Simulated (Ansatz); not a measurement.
# AlH3 (triplet): wave-function methods side by side, aug-cc-pVDZ

Aim: climb from Hartree-Fock through coupled cluster and multireference methods for AlH3 (triplet) at one geometry and basis, and see what each rung misses.

Program: Ansatz 0.2.0, Gaussian basis. Level of theory: aug-cc-pVDZ, core rule «outside noble gas», up to 5 orbitals frozen. These are calculated values, not measurements.

The runs, in order: UHF; CCSD(T) on ROHF; CCSD(T) on UHF; BCCD(T) on ROHF; CISD; CCSDT(Q) on ROHF; CCSDT(Q) on UHF; CASSCF and MRCISD+Q, 6 electrons in 7 orbitals; CASSCF and MRCISD+Q(relaxed), 6 electrons in 7 orbitals; CASSCF and NEVPT2, 6 electrons in 7 orbitals.

8 further runs of the same task are left out: 3 that didn't finish, 5 set aside as unsound or not needed.

## Step 1: The geometry

The geometry is a PBE0/def2-TZVP stationary point (not a proven minimum) of the parent state, kept for this charge and spin.

4 atoms, charge 0, spin multiplicity 3.

Atoms are counted from 1 here; the program's logs count them from 0.

Bond lengths: Al1–H2 1.560 Å, Al1–H3 1.560 Å. Angles: H2–Al1–H3 167.6°.

Geometry (Å):

```xyz
4

Al    0.00000    0.05714    0.00000
H     0.00000    0.22618   -1.55120
H     0.00000    0.22619    1.55120
H     0.00000   -1.98203    0.00000
```

## Step 2: UHF

The input, in.yaml:

```yaml
crystal:
  periodic: [false, false, false]
  atoms:
    - {symbol: Al, position_ang: [0.000000, 0.057143, 0.000000]}
    - {symbol: H, position_ang: [0.000000, 0.226182, -1.551199]}
    - {symbol: H, position_ang: [0.000000, 0.226189, 1.551197]}
    - {symbol: H, position_ang: [0.000000, -1.982029, 0.000004]}
basis:
  gaussian: {orbitals: aug-cc-pVDZ}
magnetization: {spin_polarized: true, initial_magnetization: 2}
hamiltonian: {xc: hf}
output: {orbitals: {seedname: orbitals}}
```

Launch:

```console
> ansatz run in.yaml --threads 1 --pin off --events-out ev --progress --plain --max-ram 2393MiB
```

The runs that follow: CCSD(T) on ROHF; CCSD(T) on UHF; BCCD(T) on ROHF; CISD; CCSDT(Q) on ROHF; CCSDT(Q) on UHF; CASSCF and MRCISD+Q, 6 electrons in 7 orbitals; CASSCF and MRCISD+Q(relaxed), 6 electrons in 7 orbitals; CASSCF and NEVPT2, 6 electrons in 7 orbitals.

**Question.** What will the summary of the whole plan be? Wanted: UCCSDT(Q) below the RHF energy; RMP2 from UCCSDT(Q); UMP2 from UCCSDT(Q); RCCSD from UCCSDT(Q); RCCSD(T) from UCCSDT(Q); UCCSD(T) from UCCSDT(Q); RCCSDT(Q) from UCCSDT(Q); NEVPT2 valence from UCCSDT(Q); MRCISD+Q valence from UCCSDT(Q).

**Answer**, as computed:

| quantity | value |
| --- | --- |
| UCCSDT(Q) below the RHF energy | -2.6055 eV |
| RMP2 from UCCSDT(Q) | +715.6 meV |
| UMP2 from UCCSDT(Q) | +718.8 meV |
| RCCSD from UCCSDT(Q) | +83.0 meV |
| RCCSD(T) from UCCSDT(Q) | +24.9 meV |
| UCCSD(T) from UCCSDT(Q) | +24.8 meV |
| RCCSDT(Q) from UCCSDT(Q) | +0.2 meV |
| NEVPT2 valence from UCCSDT(Q) | +522.4 meV |
| MRCISD+Q valence from UCCSDT(Q) | +8.8 meV |
| MRCISD+Q(relaxed) valence from UCCSDT(Q) | -14.7 meV |
| levels within 1 kcal/mol (43 meV) | RCCSD(T), UCCSD(T), BCCD(T), RCCSDT, UCCSDT, RCCSDT(Q), MRCISD+Q valence, MRCISD+Q(relaxed) valence |
| T1 diagnostic | 0.026 |
| effectively unpaired electrons | 2.02 |

In words: RCCSD(T) lands +24.9 meV from the yardstick (1.0 % of the correlation energy). One determinant dominates. Of the multireference levels listed MRCISD+Q valence comes nearest in total energy (+8.8 meV), which doesn't show that its space is the better one. These misses are within one basis, not against nature; the frozen cores of restricted and unrestricted runs differ, which can shift their rows.
